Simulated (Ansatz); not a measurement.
# CH2F2OS2: two torsions

A grid of calculations on CH2F2OS2, SMILES OC(F)(F)SS, to see where the energy is lowest and how it rises around there.

Computed with Ansatz 0.2.0. Level: RKS PBE-D4/def2-SVP.

**1. Starting geometry**

SMILES `OC(F)(F)SS`, 8 atoms, charge 0, spin multiplicity 1.

Atoms are counted from 1 here; the program's logs count them from 0.

Bond lengths: O1–C2 1.356 Å, O1–H7 0.980 Å, C2–F3 1.368 Å, C2–F4 1.364 Å, C2–S5 1.851 Å, S5–S6 2.075 Å, S6–H8 1.369 Å. Angles: C2–O1–H7 107.7°, O1–C2–F3 112.1°, O1–C2–F4 111.6°, O1–C2–S5 105.3°, F3–C2–F4 104.9°, F3–C2–S5 111.0°, F4–C2–S5 112.1°, C2–S5–S6 100.7°, S5–S6–H8 97.9°.

Coordinates:

```xyz
8
charge 0, multiplicity 1
O     1.6753   -0.1508   -0.8263
C     0.4609   -0.3255   -0.2488
F     0.5581   -0.5301    1.1002
F    -0.1672   -1.4377   -0.7285
S    -0.4850    1.2217   -0.6196
S    -2.2484    0.8497    0.4097
H     2.1540   -1.0041   -0.7768
H    -1.8555    1.3197    1.6343
```

This geometry comes from a loose relaxation at PBE in a small basis, which is not shown.

**2. Geometry optimisation**

File input.yaml:

```yaml
crystal:
  periodic: [false, false, false]
  atoms:
    - { symbol: O, position_ang: [1.675256, -0.150767, -0.826312] }
    - { symbol: C, position_ang: [0.460863, -0.325523, -0.248806] }
    - { symbol: F, position_ang: [0.558055, -0.530065, 1.100222] }
    - { symbol: F, position_ang: [-0.167156, -1.437664, -0.728548] }
    - { symbol: S, position_ang: [-0.484958, 1.221733, -0.619592] }
    - { symbol: S, position_ang: [-2.248386, 0.849654, 0.409747] }
    - { symbol: H, position_ang: [2.154049, -1.00407, -0.776845] }
    - { symbol: H, position_ang: [-1.855525, 1.319701, 1.634334] }
basis:
  gaussian: { orbitals: def2-SVP }
hamiltonian:
  xc: pbe
  dispersion: d4
output:
  forces: true
relax:
  f_tol: 0.003
  max_steps: 120
```

The run is started by

```console
ansatz run input.yaml --threads 1 --pin off --max-ram 2560MiB --backend cpu --events-out ev --progress --plain --runs-dir out
```

The log of the run, cut to the lines that bear on the results:

```text
Warning: RAYON_NUM_THREADS=1 ignored (pool sized by the plan → 1); use --threads N
[...]
Functional definition: PBE
[...]
1123 factors; their error is unknown
[...]
mean field -30190.11862095 eV, -1109.4663957224 hartree, gradient 7.4e-5 eV, S^2 0.000000; 0 other end points of the search recorded, 0 dependent functions left out
[...]
reference -30190.11864369 eV, -1109.4663965582 hartree; 33, 33 occupied and 69, 69 virtual orbitals, 1123 factors
relax step   1: F+E_penalty+E_count = -30190.32929190 eV  Δ(F+E_penalty+E_count) = +0.000e0 eV  max|allowed force component| = 1.465e-2 eV/Å  Δτ_max = 0.0000 Å  (28 SCF iters, accepted)
[...]
relax step   4: F+E_penalty+E_count = -30190.32947635 eV  Δ(F+E_penalty+E_count) = -2.597e-5 eV  max|allowed force component| = 8.153e-3 eV/Å  Δτ_max = 0.0025 Å  (23 SCF iters, accepted)
[...]
relax step   7: F+E_penalty+E_count = -30190.31490645 eV  Δ(F+E_penalty+E_count) = +1.476e-2 eV  max|allowed force component| = 6.019e-1 eV/Å  Δτ_max = 0.0431 Å  (28 SCF iters, rejected (line search))
[...]
relax step  10: F+E_penalty+E_count = -30190.32983009 eV  Δ(F+E_penalty+E_count) = -2.265e-5 eV  max|allowed force component| = 6.335e-3 eV/Å  Δτ_max = 0.0069 Å  (31 SCF iters, accepted)
[...]
relax step  11: F+E_penalty+E_count = -30190.32982563 eV  Δ(F+E_penalty+E_count) = +4.462e-6 eV  max|allowed force component| = 5.819e-3 eV/Å  Δτ_max = 0.0027 Å  (21 SCF iters, rejected (line search))
[...]
relax step  12: F+E_penalty+E_count = -30190.32983373 eV  Δ(F+E_penalty+E_count) = -3.639e-6 eV  max|allowed force component| = 1.480e-3 eV/Å  Δτ_max = 0.0013 Å  (19 SCF iters, accepted)
1123 factors; their error is unknown
[...]
mean field -30190.11950340 eV, -1109.4664281518 hartree, gradient 2.7e-5 eV, S^2 0.000000; 1 other end points of the search recorded, 0 dependent functions left out
[...]
reference -30190.11952614 eV, -1109.4664289875 hartree; 33, 33 occupied and 69, 69 virtual orbitals, 1123 factors
Total energy: -30190.32985647 eV, -1109.4741584847 hartree
Atom 0 at     1.688743    -0.134194    -0.786547 Å, force     0.000097    -0.001480     0.000343 eV/Å
Atom 1 at     0.462952    -0.333588    -0.239831 Å, force     0.000351     0.000091     0.000575 eV/Å
Atom 2 at     0.527413    -0.545783     1.108911 Å, force    -0.000096     0.000143    -0.000650 eV/Å
Atom 3 at    -0.129206    -1.453730    -0.746928 Å, force     0.000079    -0.000037    -0.000114 eV/Å
Atom 4 at    -0.496937     1.201824    -0.626444 Å, force    -0.000281     0.000097     0.000018 eV/Å
Atom 5 at    -2.250699     0.848857     0.426291 Å, force     0.000070     0.000197     0.000391 eV/Å
Atom 6 at     2.142610    -1.001897    -0.823543 Å, force    -0.000420     0.001232    -0.000029 eV/Å
Atom 7 at    -1.852678     1.361510     1.632291 Å, force     0.000200    -0.000243    -0.000534 eV/Å
Dipole moment:     0.243473    -0.129017     0.120865 e Å
```

Wall time 50 s (1 thread of Arm Neoverse V1, shared host); peak memory 0.15 GiB.

Along the way: (the energy doesn't fall at every step)

```csv
step,energy from step 1 (eV),largest force component (eV/Å)
1,0.0000,0.0147
2,-0.0001,0.0115
3,-0.0002,0.0116
4,-0.0002,0.0082
5,-0.0002,0.0155
6,-0.0004,0.0163
7,0.0144,0.6019
8,-0.0005,0.0297
9,-0.0005,0.0119
10,-0.0005,0.0063
11,-0.0005,0.0058
12,-0.0005,0.0015
```

Distances of close pairs at the start and the end, largest changes first:

```csv
bond,before (Å),after (Å),change (Å)
C2–F3,1.368,1.367,-0.001
O1–C2,1.356,1.357,+0.001
C2–S5,1.851,1.852,+0.001
C2–F4,1.364,1.365,+0.000
S6–H8,1.369,1.370,+0.000
O1–H7,0.980,0.980,+0.000
S5–S6,2.075,2.076,+0.000
```

**3. Plan of the scan**

- dihedral O1–C2–S5–S6: 12 values from −180 to 150 °, periodic
- dihedral C2–S5–S6–H8: 12 values from −180 to 150 °, periodic

Nothing else is relaxed (all other coordinates rigid). Energies count from the relaxed molecule at the same level.

Of the runs on the grid, 2 are shown in the steps below; the others differ only in the two coordinates.

**4. Grid point dihedral O1–C2–S5–S6 = −90°, dihedral C2–S5–S6–H8 = 30°**

File input.yaml:

```yaml
crystal:
  periodic: [false, false, false]
  atoms:
    - { symbol: O, position_ang: [1.688743, -0.134194, -0.786547] }
    - { symbol: C, position_ang: [0.462952, -0.333588, -0.239831] }
    - { symbol: F, position_ang: [0.527413, -0.545783, 1.108911] }
    - { symbol: F, position_ang: [-0.129206, -1.45373, -0.746928] }
    - { symbol: S, position_ang: [-0.496937, 1.201824, -0.626444] }
    - { symbol: S, position_ang: [-0.061921, 2.370038, 1.033241] }
    - { symbol: H, position_ang: [2.14261, -1.001897, -0.823543] }
    - { symbol: H, position_ang: [1.185313, 1.868375, 1.294797] }
basis:
  gaussian: { orbitals: def2-SVP }
hamiltonian:
  xc: pbe
  dispersion: d4
output:
  forces: true
```

The run is started by

```console
ansatz run input.yaml --threads 1 --pin off --max-ram 2560MiB --backend cpu --events-out ev --progress --plain --runs-dir out
```

The log of the run, cut to the lines that bear on the results:

```text
Warning: RAYON_NUM_THREADS=1 ignored (pool sized by the plan → 1); use --threads N
[...]
Functional definition: PBE
[...]
1123 factors; their error is unknown
[...]
mean field -30189.69716511 eV, -1109.4509075060 hartree, gradient 5.0e-5 eV, S^2 0.000000; 0 other end points of the search recorded, 0 dependent functions left out
[...]
reference -30189.69718715 eV, -1109.4509083160 hartree; 33, 33 occupied and 69, 69 virtual orbitals, 1123 factors
Total energy: -30189.91239274 eV, -1109.4588169758 hartree
Atom 0 at     1.688743    -0.134194    -0.786547 Å, force     0.166379    -0.331048    -0.000696 eV/Å
Atom 1 at     0.462952    -0.333588    -0.239831 Å, force    -0.126597     0.065806     0.225837 eV/Å
Atom 2 at     0.527413    -0.545783     1.108911 Å, force     0.170301    -0.037130    -0.008892 eV/Å
Atom 3 at    -0.129206    -1.453730    -0.746928 Å, force    -0.082580     0.265881    -0.224256 eV/Å
Atom 4 at    -0.496937     1.201824    -0.626444 Å, force    -0.293350    -0.331795    -0.625061 eV/Å
Atom 5 at    -0.061921     2.370038     1.033241 Å, force     0.010432     0.225496     0.798603 eV/Å
Atom 6 at     2.142610    -1.001897    -0.823543 Å, force     0.124823    -0.090223     0.092729 eV/Å
Atom 7 at     1.185313     1.868375     1.294797 Å, force     0.030592     0.233012    -0.258265 eV/Å
Dipole moment:     0.450225    -0.257016    -0.012562 e Å
```

Wall time 3.6 s (1 thread of Arm Neoverse V1, shared host); peak memory 0.13 GiB.

On the map this point reads 9.6 kcal/mol.

**5. The run at dihedral O1–C2–S5–S6 = −180°, dihedral C2–S5–S6–H8 = 90°**

Edit input.yaml of step 4 so:

```diff
@@ -8,5 +8,5 @@
     - { symbol: S, position_ang: [-0.496937, 1.201824, -0.626444] }
-    - { symbol: S, position_ang: [-0.061921, 2.370038, 1.033241] }
+    - { symbol: S, position_ang: [-2.322787, 0.761184, 0.257086] }
     - { symbol: H, position_ang: [2.14261, -1.001897, -0.823543] }
-    - { symbol: H, position_ang: [1.185313, 1.868375, 1.294797] }
+    - { symbol: H, position_ang: [-2.061763, 1.280039, 1.497379] }
 basis:
```

The run is started by

```console
ansatz run input.yaml --threads 1 --pin off --max-ram 2560MiB --backend cpu --events-out ev --progress --plain --runs-dir out
```

The log of the run, cut to the lines that bear on the results:

```text
Warning: RAYON_NUM_THREADS=1 ignored (pool sized by the plan → 1); use --threads N
[...]
Functional definition: PBE
[...]
1123 factors; their error is unknown
[...]
mean field -30190.11641043 eV, -1109.4663144873 hartree, gradient 7.8e-5 eV, S^2 0.000000; 0 other end points of the search recorded, 0 dependent functions left out
[...]
reference -30190.11643309 eV, -1109.4663153203 hartree; 33, 33 occupied and 69, 69 virtual orbitals, 1123 factors
Total energy: -30190.32662004 eV, -1109.4740395481 hartree
Atom 0 at     1.688743    -0.134194    -0.786547 Å, force     0.001932    -0.000115     0.008998 eV/Å
Atom 1 at     0.462952    -0.333588    -0.239831 Å, force     0.003237    -0.009114    -0.001983 eV/Å
Atom 2 at     0.527413    -0.545783     1.108911 Å, force    -0.003207    -0.014845     0.007802 eV/Å
Atom 3 at    -0.129206    -1.453730    -0.746928 Å, force    -0.004528     0.024118    -0.000849 eV/Å
Atom 4 at    -0.496937     1.201824    -0.626444 Å, force    -0.017221    -0.016015    -0.052340 eV/Å
Atom 5 at    -2.322787     0.761184     0.257086 Å, force     0.011645     0.025717     0.015605 eV/Å
Atom 6 at     2.142610    -1.001897    -0.823543 Å, force     0.003486     0.010625     0.012865 eV/Å
Atom 7 at    -2.061763     1.280039     1.497379 Å, force     0.004656    -0.020372     0.009902 eV/Å
Dipole moment:     0.219019    -0.131822     0.120519 e Å
```

Wall time 3.6 s (1 thread of Arm Neoverse V1, shared host); peak memory 0.13 GiB.

That is 0.07 kcal/mol from the zero.

**6. All points together**

144 points were computed. Energies in kcal/mol, from the relaxed molecule at the same level:

| dihedral C2–S5–S6–H8 (°) ↓, dihedral O1–C2–S5–S6 (°) → | −180 | −150 | −120 | −90 | −60 | −30 | 0 | 30 | 60 | 90 | 120 | 150 |
| --- | --- | --- | --- | --- | --- | --- | --- | --- | --- | --- | --- | --- |
| 150 | 7.1 | 7.9 | 9.4 | 10.1 | 10.4 | 11.1 | 10.7 | 8.7 | 8.5 | 9.9 | 10.1 | 8.4 |
| 120 | 2.4 | 3.5 | 5.3 | 5.5 | 5.5 | 6.9 | 7.6 | 5.1 | 3.8 | 5.2 | 5.8 | 3.9 |
| 90 | 0.1 | 1.0 | 3.0 | 3.0 | 2.6 | 4.2 | 5.8 | 3.7 | 1.7 | 2.8 | 3.8 | 1.9 |
| 60 | 1.7 | 2.5 | 4.7 | 4.6 | 3.9 | 5.4 | 7.3 | 5.8 | 3.7 | 4.7 | 5.8 | 3.9 |
| 30 | 6.4 | 7.2 | 9.5 | 9.6 | 8.7 | 10.6 | 12.4 | 10.5 | 8.6 | 9.6 | 10.8 | 8.9 |
| 0 | 9.7 | 10.4 | 13.1 | 12.8 | 12.5 | 13.9 | 16.4 | 13.2 | 11.6 | 12.8 | 14.1 | 11.5 |
| −30 | 6.5 | 7.8 | 9.9 | 9.9 | 9.5 | 11.0 | 12.3 | 9.8 | 7.6 | 9.5 | 10.6 | 8.3 |
| −60 | 1.8 | 3.0 | 4.9 | 5.0 | 4.8 | 6.4 | 7.1 | 4.6 | 2.7 | 4.3 | 5.6 | 3.6 |
| −90 | 0.2 | 1.0 | 2.9 | 3.0 | 2.9 | 4.5 | 5.7 | 3.3 | 1.4 | 2.7 | 3.9 | 2.1 |
| −120 | 2.6 | 2.9 | 4.8 | 5.3 | 5.0 | 6.1 | 7.6 | 6.0 | 4.2 | 5.1 | 6.2 | 4.6 |
| −150 | 7.3 | 7.2 | 8.9 | 9.9 | 9.7 | 9.9 | 10.8 | 10.1 | 9.1 | 9.8 | 10.5 | 9.2 |
| −180 | 9.7 | 9.9 | 11.4 | 12.4 | 12.6 | 12.6 | 12.4 | 11.4 | 11.4 | 12.3 | 12.6 | 11.2 |

On the same grid, largest force on an atom (eV/Å):

```csv
"dihedral C2–S5–S6–H8 (°) ↓, dihedral O1–C2–S5–S6 (°) →",−180,−150,−120,−90,−60,−30,0,30,60,90,120,150
150,1.02,1.05,1.10,1.41,1.63,1.46,1.33,1.49,1.53,1.23,0.99,0.99
120,0.41,0.62,0.69,0.90,1.03,0.90,0.93,0.80,0.86,0.64,0.41,0.37
90,0.06,0.27,0.48,0.61,0.67,0.75,0.97,0.77,0.64,0.66,0.52,0.28
60,0.44,0.36,0.29,0.44,0.65,0.81,0.98,0.91,0.94,0.99,0.69,0.56
30,0.90,0.99,0.95,0.83,1.13,1.15,1.33,1.14,1.41,1.31,0.92,0.84
0,1.20,1.28,1.39,1.26,1.58,1.41,1.85,1.39,1.57,1.32,1.33,1.26
−30,0.91,0.85,0.94,1.21,1.42,1.20,1.33,1.14,1.12,0.84,0.89,0.97
−60,0.60,0.71,0.68,0.89,0.97,0.82,0.98,0.80,0.63,0.46,0.33,0.39
−90,0.18,0.42,0.54,0.58,0.67,0.76,0.98,0.75,0.63,0.68,0.57,0.28
−120,0.40,0.36,0.46,0.59,0.85,0.85,0.91,0.95,0.99,1.00,0.67,0.49
−150,1.06,1.02,0.98,1.11,1.51,1.53,1.35,1.41,1.59,1.50,1.08,1.09
−180,1.44,1.45,1.48,1.65,1.96,1.91,1.76,1.87,1.96,1.75,1.49,1.47
```

Energy (kcal/mol) at eleven even steps along the easiest path on the interpolated surface, from dihedral O1–C2–S5–S6 = −180°, dihedral C2–S5–S6–H8 = 90°: 0.0, 0.2, 0.6, 1.3, 2.1, 3.0, 3.2, 3.2, 3.0, 2.7, 2.5.

**7. What came out**

| quantity | value |
| --- | --- |
| lowest point | dihedral O1–C2–S5–S6 = −180°, dihedral C2–S5–S6–H8 = 90°, 0.07 kcal/mol |
| highest computed point | dihedral O1–C2–S5–S6 = 0°, dihedral C2–S5–S6–H8 = 0°, 16.4 kcal/mol above the lowest |
| largest force on an atom (eV/Å) | 0.06 at dihedral O1–C2–S5–S6 = −180°, dihedral C2–S5–S6–H8 = 90° to 1.96 at dihedral O1–C2–S5–S6 = −60°, dihedral C2–S5–S6–H8 = −180°; 0.06 at the lowest point |
| time for the whole task | 9.4 min on 1 thread, shared host |

What this shows: The lowest computed point is at dihedral O1–C2–S5–S6 = −180°, dihedral C2–S5–S6–H8 = 90°, 0.07 kcal/mol from the relaxed molecule at the same level. There are further wells near dihedral O1–C2–S5–S6 = −180°, dihedral C2–S5–S6–H8 = −90° (0.15 kcal/mol above the lowest at that grid point); dihedral O1–C2–S5–S6 = 60°, dihedral C2–S5–S6–H8 = −90° (1.3 kcal/mol above the lowest at that grid point); dihedral O1–C2–S5–S6 = 60°, dihedral C2–S5–S6–H8 = 90° (1.6 kcal/mol above the lowest at that grid point). The highest computed point, dihedral O1–C2–S5–S6 = 0°, dihedral C2–S5–S6–H8 = 0°, lies 16.4 kcal/mol above the lowest. On the interpolated surface the easiest way out of the lowest well to the well at dihedral O1–C2–S5–S6 = −60°, dihedral C2–S5–S6–H8 = 90° passes a barrier of about 3.2 kcal/mol. Round the minimum the two coordinates are nearly uncoupled.
